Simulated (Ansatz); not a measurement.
```yaml
crystal:
  periodic: [false, false, false]
  atoms:
    - {symbol: B, position_ang: [-1.294691, -0.088549, -0.105078]}
    - {symbol: S, position_ang: [0.454091, 0.061947, -0.017910]}
    - {symbol: H, position_ang: [-1.712181, 0.403707, 0.894258]}
    - {symbol: H, position_ang: [1.153083, -1.424618, 0.802554]}
basis:
  gaussian: {orbitals: def2-TZVP}
magnetization: {spin_polarized: true, initial_magnetization: 3}
hamiltonian: {xc: pbe0}
relax: {f_tol: 0.004, max_steps: 80}
```

```sh
$ ansatz run in.yaml --threads 1 --pin off --events-out ev --progress --plain --max-ram 2176MiB
```

Steps of the relaxation (energy above the last step; positions in Å, forces in eV/Å):

```
4
step 1, 471.6 meV
B    -1.295   -0.089   -0.105   -0.107   -0.007   -0.306
S     0.454    0.062   -0.018    0.550   -0.658    0.235
H    -1.712    0.404    0.894   -0.332    0.143    0.338
H     1.153   -1.425    0.803   -0.110    0.522   -0.268
```

```
4
step 2, 391.0 meV
B    -1.328   -0.002   -0.134   -0.075   -0.316    0.151
S     0.445   -0.081    0.033    0.750   -0.298    0.302
H    -1.781    0.429    0.896   -0.076    0.105   -0.046
H     1.264   -1.394    0.779   -0.599    0.509   -0.407
```

```
4
step 3, 235.4 meV
B    -1.291   -0.014   -0.128   -0.648   -0.575    0.160
S     0.492   -0.208    0.112    0.818    1.434   -0.425
H    -1.775    0.430    0.893    0.195    0.020   -0.067
H     1.174   -1.257    0.697   -0.365   -0.878    0.332
```

```
4
step 7, 5.7 meV
B    -1.269   -0.136   -0.139    0.020   -0.014   -0.100
S     0.544   -0.058    0.082   -0.113   -0.015    0.042
H    -1.625    0.370    0.918    0.075    0.011    0.052
H     0.950   -1.224    0.712    0.018    0.018    0.005
```

```
4
step 8, 0.1 meV
B    -1.275   -0.142   -0.167   -0.041   -0.013   -0.020
S     0.520   -0.047    0.088    0.024    0.039   -0.004
H    -1.564    0.348    0.928    0.009    0.006    0.009
H     0.919   -1.206    0.724    0.008   -0.032    0.015
```

```
4
step 9, 0.0 meV
B    -1.277   -0.144   -0.169   -0.002   -0.001   -0.001
S     0.519   -0.045    0.089    0.003   -0.002    0.002
H    -1.559    0.347    0.929    0.000    0.001    0.001
H     0.917   -1.206    0.725   -0.001    0.002   -0.002
```

Close pairs at the end: B1–H3 1.235 Å, S2–H4 1.383 Å, B1–S2 1.817 Å.

A stationary point of unrestricted PBE0 after 9 steps, with ⟨S²⟩ = 3.758 against 3.75 for a pure state; no frequencies were run, so it isn't proven a minimum. 22 s on 1 thread of Arm Neoverse V1, shared host.
